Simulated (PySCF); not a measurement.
# One shape, several levels: doublet C4H10S+

We compute a comparison of 6 runs (U-revPBE/6-31G*, UB2PLYP/6-31G*, UBHLYP/6-31G*, UBLYP/6-31G*, UM06-2X/6-31G*, UTPSS/6-31G*) of doublet C4H10S+. 

The results are computed with PySCF 2.14.0.

### 1 The structure to begin with

The species is C4H10S+ (15 atoms), meant as a doublet with charge +1. As SMILES of the parent species, `CC(C)(C)S`. The shape is that of a PBE0-D4/def2-TZVP optimisation. This is one conformer, not always the lowest. That shape belongs to the parent species and isn't relaxed for this state.

Bond lengths: C1–C2 1.521 Å, C2–C3 1.524 Å, C2–C4 1.521 Å, C2–S5 1.836 Å, C1–H6 1.091 Å, C1–H7 1.093 Å, C1–H8 1.095 Å, C3–H9 1.092 Å, C3–H10 1.092 Å, C3–H11 1.093 Å, C4–H12 1.095 Å, C4–H13 1.091 Å, C4–H14 1.093 Å, S5–H15 1.343 Å. Some angles: C1–C2–C3 110.4°, C1–C2–C4 110.7°, C1–C2–S5 110.1°, C3–C2–C4 110.4°, C3–C2–S5 105.1°, C4–C2–S5 110.1°, C2–C1–H6 111.0°, C2–C1–H7 111.2°, C2–C1–H8 110.0°, C2–C3–H9 111.2°.

### 2 The energy at U-revPBE/6-31G(d) (spherical functions) (run 1)

Contents of run.py:

```python
from pyscf import gto, dft

mol = gto.M(
    atom='''
C     -2.446364     0.513571     1.055336
C      0.222137     0.340907    -0.000775
C      2.012898    -0.745459     1.974972
C      0.269796    -1.265455    -2.384740
S      1.443524     3.517139    -0.679054
H     -2.496177     1.681365     2.753917
H     -3.743472     1.332654    -0.326393
H     -3.141122    -1.375740     1.536215
H      2.021912     0.404477     3.688934
H      3.943613    -0.856499     1.253758
H      1.405049    -2.653705     2.483478
H     -0.380156    -3.183716    -1.959079
H      2.175547    -1.377724    -3.163779
H     -0.973077    -0.483090    -3.835879
H     -0.314110     4.151275    -2.396910
''',
    max_memory=1860,
    unit='bohr',
    verbose=4,
    charge=1,
    spin=1,
    basis='6-31g*',
)

mf = dft.UKS(mol, xc='revpbe')
mf.grids.level = 5
mf.conv_tol = 1e-10
mf.kernel()
if not mf.converged:
    mf = mf.newton().run(mf.mo_coeff, mf.mo_occ)

e_tot = mf.e_tot
print(f'total energy: {e_tot:.8f} hartree')
```

On the command line:

```console
$ OMP_NUM_THREADS=1 python run.py
```

The log of the run:

```text
PySCF version 2.14.0

[... 119 lines left out ...]
converged SCF energy = -556.166870703198  <S^2> = 0.75281901  2S+1 = 2.002817
total energy: -556.16687070 hartree
```

Wall time 38 s (1 thread of Intel Xeon 6975P-C (Granite Rapids), shared host); peak memory 0.52 GiB.

### 3 The energy at UB2PLYP/6-31G(d) (spherical functions) (run 2)

Contents of calc.py:

```python
from pyscf import gto, dft, mp

mol = gto.M(
    atom=[
    ('C', (-1.294560, 0.271770, 0.558460)),
    ('C', (0.117550, 0.180400, -0.000410)),
    ('C', (1.065180, -0.394480, 1.045110)),
    ('C', (0.142770, -0.669650, -1.261950)),
    ('S', (0.763880, 1.861190, -0.359340)),
    ('H', (-1.320920, 0.889740, 1.457310)),
    ('H', (-1.980960, 0.705210, -0.172720)),
    ('H', (-1.662210, -0.728010, 0.812930)),
    ('H', (1.069950, 0.214040, 1.952100)),
    ('H', (2.086870, -0.453240, 0.663460)),
    ('H', (0.743520, -1.404280, 1.314200)),
    ('H', (-0.201170, -1.684750, -1.036700)),
    ('H', (1.151250, -0.729060, -1.674200)),
    ('H', (-0.514930, -0.255640, -2.029860)),
    ('H', (-0.166220, 2.196760, -1.268390)),
],
    spin=1,
    charge=1,
    verbose=3,
    max_memory=1860,
    basis='6-31g*',
)

ks = dft.UKS(mol)
ks.xc = '0.53*HF + 0.47*B88, 0.73*LYP'
ks.grids.level = 5
ks.conv_tol = 1e-10
ks.kernel()
if not ks.converged:
    ks = ks.newton().run(ks.mo_coeff, ks.mo_occ)

pt = mp.MP2(ks, frozen=9).run()
e_final = ks.e_tot + 0.27 * pt.e_corr
print('PT2 part  %.8f' % (0.27 * pt.e_corr))
print('E = %.10f Eh' % e_final)
```

On the command line:

```console
$ OMP_NUM_THREADS=1 python calc.py
```

The log of the run:

```text
WARN: HOMO -0.281877793834382 >= LUMO -0.28187779383438

converged SCF energy = -555.725188686269  <S^2> = 0.75638366  2S+1 = 2.0063735
E(UMP2) = -556.492848086666  E_corr = -0.767659400397534
E(SCS-UMP2) = -556.488274357214  E_corr = -0.763085670944969
PT2 part  -0.20726804
E = -555.9324567244 Eh
```

It took 41 s on 1 thread of Intel Xeon 6975P-C (Granite Rapids), shared host; peak memory 0.51 GiB.

Run 3 isn't shown in full; the table further down has it.

### 4 A single-point energy at UBLYP/6-31G(d) (spherical functions) (run 4)

Contents of run.py:

```python
from pyscf import gto, dft

mol = gto.M(
    atom=[
    ('C', (-1.294560, 0.271770, 0.558460)),
    ('C', (0.117550, 0.180400, -0.000410)),
    ('C', (1.065180, -0.394480, 1.045110)),
    ('C', (0.142770, -0.669650, -1.261950)),
    ('S', (0.763880, 1.861190, -0.359340)),
    ('H', (-1.320920, 0.889740, 1.457310)),
    ('H', (-1.980960, 0.705210, -0.172720)),
    ('H', (-1.662210, -0.728010, 0.812930)),
    ('H', (1.069950, 0.214040, 1.952100)),
    ('H', (2.086870, -0.453240, 0.663460)),
    ('H', (0.743520, -1.404280, 1.314200)),
    ('H', (-0.201170, -1.684750, -1.036700)),
    ('H', (1.151250, -0.729060, -1.674200)),
    ('H', (-0.514930, -0.255640, -2.029860)),
    ('H', (-0.166220, 2.196760, -1.268390)),
],
    spin=1,
    charge=1,
    verbose=3,
    basis='6-31g*',
    max_memory=1860,
)

calc0 = dft.UKS(mol)
calc0.xc = 'blyp'
calc0.conv_tol = 1e-10
calc0.grids.level = 5
calc0.kernel()
if not calc0.converged:
    calc0 = calc0.newton().run(calc0.mo_coeff, calc0.mo_occ)

energy = calc0.e_tot
print(f'total energy: {energy:.8f} hartree')
```

On the command line:

```console
$ OMP_NUM_THREADS=1 python run.py
```

The log of the run:

```text
WARN: HOMO -0.262425590877938 >= LUMO -0.262425590877937

converged SCF energy = -556.176488800745  <S^2> = 0.75224606  2S+1 = 2.0022448
total energy: -556.17648880 hartree
```

Run time: 40 s. Hardware: 1 thread of Intel Xeon 6975P-C (Granite Rapids), shared host; peak memory 0.51 GiB.

Run 5 isn't shown in full; the table further down has it.

### 5 A single-point energy at UTPSS/6-31G(d) (spherical functions) (run 6)

Contents of geometry.xyz:

```xyz
15

C     -1.294560     0.271770     0.558460
C      0.117550     0.180400    -0.000410
C      1.065180    -0.394480     1.045110
C      0.142770    -0.669650    -1.261950
S      0.763880     1.861190    -0.359340
H     -1.320920     0.889740     1.457310
H     -1.980960     0.705210    -0.172720
H     -1.662210    -0.728010     0.812930
H      1.069950     0.214040     1.952100
H      2.086870    -0.453240     0.663460
H      0.743520    -1.404280     1.314200
H     -0.201170    -1.684750    -1.036700
H      1.151250    -0.729060    -1.674200
H     -0.514930    -0.255640    -2.029860
H     -0.166220     2.196760    -1.268390
```

Contents of job.py:

```python
from pyscf import gto, dft

system = gto.M(
    atom='geometry.xyz',
    spin=1,
    charge=1,
    verbose=3,
    basis='6-31g*',
    max_memory=1860,
)

calc0 = dft.UKS(system, xc='tpss')
calc0.grids.level = 5
calc0.conv_tol = 1e-10
calc0.kernel()
if not calc0.converged:
    calc0 = calc0.newton().run(calc0.mo_coeff, calc0.mo_occ)

etot = calc0.e_tot
print('E(%s) = %.9f' % ('TPSS', etot))
```

On the command line:

```console
$ OMP_NUM_THREADS=1 python job.py
```

The log of the run:

```text
WARN: HOMO -0.274773771188022 >= LUMO -0.274773771188023

converged SCF energy = -556.346078818183  <S^2> = 0.75359018  2S+1 = 2.003587
E(TPSS) = -556.346078818
```

Wall time 80 s (1 thread of Intel Xeon 6975P-C (Granite Rapids), shared host); peak memory 0.54 GiB.

### 6 Overview of the runs

| run | level | frozen core orbitals | energy (Eh) | HOMO energy (eV) | LUMO energy (eV) | ⟨S²⟩ | wall time |
| --- | --- | --- | --- | --- | --- | --- | --- |
| 1 | U-revPBE/6-31G* (spherical functions) | – | -556.166871 | -13.21 | -11.99 | 0.753 | 38 s |
| 2 | UB2PLYP/6-31G* (spherical functions) | 9 | -555.932457 | -15.92 | -9.54 | 0.756 | 41 s |
| 3 | UBHLYP/6-31G* (spherical functions) | – | -556.183658 | -15.96 | -10.01 | 0.755 | 38 s |
| 4 | UBLYP/6-31G* (spherical functions) | – | -556.176489 | -13.10 | -12.00 | 0.752 | 40 s |
| 5 | UM06-2X/6-31G* (spherical functions) | – | -556.175242 | -15.88 | -10.17 | 0.754 | 77 s |
| 6 | UTPSS/6-31G* (spherical functions) | – | -556.346079 | -13.38 | -11.99 | 0.754 | 80 s |

### 7 Results

| quantity | value |
| --- | --- |
| run 6: total energy | -556.34608 Eh |
| run 6: HOMO energy (highest over α and β) | -13.38 eV |
| run 6: LUMO energy (lowest over α and β) | -11.99 eV |
| run 6: ⟨S²⟩ | 0.754 |

**Reading.** Totals of different functionals can't be ranked against each other. All runs together took 5.2 min, the longest 80 s.
